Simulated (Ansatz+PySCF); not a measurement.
The numbers below are computed, except where a source is named.
## PySCF 2.14.0 run

```python
from pyscf import gto, scf, mp

mol = gto.M(atom="""
Li 0.000000 0.000000 -1.085460
H 0.000000 0.000000 1.085460
""", basis={'H': 'cc-pvtz', 'Li': 'cc-pcvtz'}, charge=1, spin=1)
mf = scf.UHF(mol)
mf.kernel()
pt = mp.MP2(mf, frozen=None).run()
print(mf.e_tot, pt.e_corr, pt.e_tot)
```

The script is written out from the run's settings.

The run gave:

```yaml
Converged: yes
Reference_energy: -7.74090 hartree
Correlation_energy: -0.03619 hartree
Total_energy: -7.77708 hartree
Spin_squared_of_the_determinant: 0.750
```
